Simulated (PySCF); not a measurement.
From one molecule to another.

First species: C₄H₁₀O.
Z-matrix (Å and degrees, PBE0-D3(BJ)/def2-TZVP geometry), rows numbered from 1:
```
C 
C   1  1.5192
C   2  1.5221  1  114.41
C   3  1.5167  2  113.37  1   -62.97
O   3  1.4189  2  110.58  1   171.88
H   1  1.0918  2  110.98  3  -175.99
H   1  1.0937  2  111.02  3   -56.44
H   1  1.0922  2  111.98  3    63.99
H   2  1.0938  1  109.90  3   120.83
H   2  1.0983  1  109.81  3  -122.28
H   3  1.0960  2  108.46  1    58.16
H   4  1.0918  3  111.77  2    62.07
H   4  1.0959  3  110.48  2   -57.89
H   4  1.0912  3  110.06  2  -177.47
H   5  0.9618  3  107.85  2    63.47
```

Second species: Methyl propyl ether, C₄H₁₀O.
SMILES: `CCCOC`

Levels: CAM-B3LYP/aug-cc-pVTZ for dipole moment, HOMO energy, LUMO energy, HOMO–LUMO gap, static isotropic polarisability and electronic spatial extent ⟨r²⟩ about the centre of nuclear charge; TDDFT CAM-B3LYP/aug-cc-pVTZ for lowest singlet excitation; TDA CAM-B3LYP/aug-cc-pVTZ for lowest triplet excitation (Tamm–Dancoff); PBE0-D3(BJ)/def2-TZVP for rotational constant A and rotational constant C. Geometries: PBE0-D3(BJ)/def2-TZVP. Each structure is a single optimised conformer of the isolated species, non-relativistic unless stated; the electronic structure was computed with PySCF and density fitting.

The conformers computed, where there is a choice (atom-mapped SMILES and torsion angles):
- `[CH3:1][CH2:2][C@H:3]([CH3:4])[OH:5]`: C1–C2–C3–C4 -63°, H–O5–C3–C2 63°
- `[CH3:1][CH2:2][CH2:3][O:4][CH3:5]`: C1–C2–C3–O4 180°, C2–C3–O4–C5 180°

Values for the first species:

- Dipole moment: 1.74 D
- HOMO energy: -9.26 eV
- LUMO energy: 0.24 eV
- HOMO–LUMO gap: 9.50 eV
- Lowest singlet excitation: 6.72 eV
- Lowest triplet excitation (Tamm–Dancoff): 6.52 eV
- Static isotropic polarisability: 56.9 au
- Electronic spatial extent ⟨r²⟩ about the centre of nuclear charge: 520 bohr²
- Rotational constant A: 7.730 GHz
- Rotational constant C: 2.666 GHz

Problem. Estimate the same properties for the second species, and the change in each.

Solution. 
```json
{"property": "dipole moment", "first": "1.74 D", "second": "1.13 D", "second less first": "-0.61 D"}
{"property": "HOMO energy", "first": "-9.26 eV", "second": "-8.86 eV", "second less first": "+0.40 eV"}
{"property": "LUMO energy", "first": "0.24 eV", "second": "0.28 eV", "second less first": "+0.04 eV"}
{"property": "HOMO–LUMO gap", "first": "9.50 eV", "second": "9.14 eV", "second less first": "-0.36 eV"}
{"property": "lowest singlet excitation", "first": "6.72 eV", "second": "6.61 eV", "second less first": "-0.11 eV"}
{"property": "lowest triplet excitation (Tamm–Dancoff)", "first": "6.52 eV", "second": "6.50 eV", "second less first": "-0.02 eV"}
{"property": "static isotropic polarisability", "first": "56.9 au", "second": "58.1 au", "second less first": "+1.2 au"}
{"property": "electronic spatial extent ⟨r²⟩ about the centre of nuclear charge", "first": "520 bohr²", "second": "641 bohr²", "second less first": "+121 bohr²"}
{"property": "rotational constant A", "first": "7.730 GHz", "second": "20.137 GHz", "second less first": "+12.407 GHz"}
{"property": "rotational constant C", "first": "2.666 GHz", "second": "2.036 GHz", "second less first": "-0.630 GHz"}
```

On the first: S1 lies 2.78 eV below the HOMO–LUMO gap; its leading configuration is HOMO→LUMO, weight 0.47, beside HOMO→LUMO+1, weight 0.24. The principal polarisabilities are 52.2, 56.7 and 61.8 au; their mean is the isotropic value. One conformer (not necessarily the lowest) at the PBE0-D3(BJ)/def2-TZVP geometry, without solvent, vibrations or thermal averaging.

On the second: No computed singlet falls in the visible range (750 to 380 nm, 1.65 to 3.26 eV); S1 lies 3.35 eV above its blue end. The dipole matches unit charges of opposite sign 0.23 Å apart (1 e·Å = 4.8032 D). Isolated species at its PBE0-D3(BJ)/def2-TZVP geometry (one conformer only).
